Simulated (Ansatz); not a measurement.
Isolated molecules relaxed with PBE0-D4/def2-TZVP in Ansatz; ΔE leaves out vibrations. CBS: MP2 limit from def2 TZ/QZ plus the TZ coupled-cluster correction, frozen cores. This one scheme is used for every species. Double bonds are as drawn, so ΔE can hold a change between cis and trans. Functionals use def2-TZVPP. B3LYP here is the variant with VWN-RPA as its local correlation; programs differ in this. One conformer a species, not always the lowest.

Consider the substitution at a C–C bond: `C/C(Cl)=C/CF` + HCl → `C/C(Cl)=C\Cl` + `CF`.

| level | ΔE (kcal/mol) |
| --- | --- |
| B3LYP | 8.1 |
| CCSD/def2-TZVPP | 10.2 |
| HF/def2-QZVPP | 9.6 |
| CCSD/CBS(def2) | 9.7 |

What does CCSD(T)/CBS give? (Best estimate.)

The calculation gave: +9.3 kcal/mol. The listed levels differ from it by -1.2, 0.9, 0.3, 0.4 kcal/mol.

Largest T1 diagnostic among the species: 0.010.

From PBE to PBE0 (25 % exact exchange), in def2-TZVPP and without D4, ΔE moves by +0.9 kcal/mol.
